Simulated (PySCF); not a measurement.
H3N, SMILES N. Coordinates come from a PBE0-D3(BJ)/def2-TZVPD optimisation.

All values below come from PySCF with PBE0-D3(BJ)/def2-TZVPD.

Harmonic wavenumbers (cm⁻¹): 1035, 1662, 1662, 3499, 3626, 3626. Rotational constants (GHz): 298.6, 298.6, 189.3; symmetry number 3.

Task: Work out the zero-point energy and the ideal-gas rigid-rotor harmonic-oscillator thermochemistry at 298.15 K and 1 atm.

Result: ZPE = ½ Σ hcν = ½ × 15110 cm⁻¹ = 21.60 kcal/mol. H − E(el) = 23.99 kcal/mol. Entropy in cal/(mol K): translation 34.44, rotation 11.43, vibration 0.09, total 45.97. G − E(el) = 10.29 kcal/mol. Cp = 8.37 cal/(mol K).
